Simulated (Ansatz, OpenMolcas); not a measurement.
**CHP (methylidynephosphane): the energy, rung by rung**

The species is CHP (3 atoms), meant as a singlet with charge 0. As SMILES, `C#P`. The coordinates come from a GFN2-xTB relaxation.

```xyz
3

C    -0.1371    0.0598   -0.0664
P     1.1492   -0.5127    0.5742
H    -1.0121    0.4528   -0.5078
```

Quantity: the energy change with the C1–P2 bond stretched from 1.547 to 3.867 Å, in eV. The values are calculated.

| level | kind | program | value (eV) | less FCI/STO-3G | CPU time (all runs) |
| --- | --- | --- | --- | --- | --- |
| HF/STO-3G (restricted) | Hartree–Fock | Ansatz | 13.65 | +5.91 | 0.39 s |
| PBE/STO-3G (restricted) | GGA | Ansatz | 12.62 | +4.88 | 3.7 s |
| BHLYP/STO-3G (restricted) | global hybrid | Ansatz | 13.40 | +5.66 | 7 s |
| PBE0/STO-3G (restricted) | global hybrid | Ansatz | 13.48 | +5.74 | 7.3 s |
| HSE06/STO-3G (restricted) | range-separated hybrid | Ansatz | 13.43 | +5.69 | 9.3 s |
| MP2/STO-3G (unrestricted) | perturbation theory | Ansatz | 7.81 | +0.07 | 0.48 s |
| CASPT2(4,4)/STO-3G | multireference | OpenMolcas | 10.44 | +2.70 | 3.3 s |
| CCSD(T)/STO-3G (restricted) | coupled cluster or CI | Ansatz | 10.27 | +2.53 | 0.98 s |
| FCI/STO-3G | exact in the basis | OpenMolcas | 7.74 | 0.00 | 6.1 s |

FCI/STO-3G is exact within its basis and frozen core, so for wave-function methods in that basis the difference is their error; functionals converge differently with the basis, so for them it is only a difference. A spin-restricted reference rises too steeply as a bond breaks; here HF/STO-3G, PBE/STO-3G, BHLYP/STO-3G, PBE0/STO-3G, HSE06/STO-3G, CCSD(T)/STO-3G lie well above the multireference or unrestricted value. The first shape isn't each level's own minimum. The values span 7.74 to 13.65 eV. Spin contamination of the reference (⟨S²⟩ at least 0.1 too high) touches MP2/STO-3G. All rows use very small basis sets, so none should be taken for the real molecule's value. Times are those of the runs behind each value, whatever else they computed, on shared processors of several kinds: orders of magnitude only.
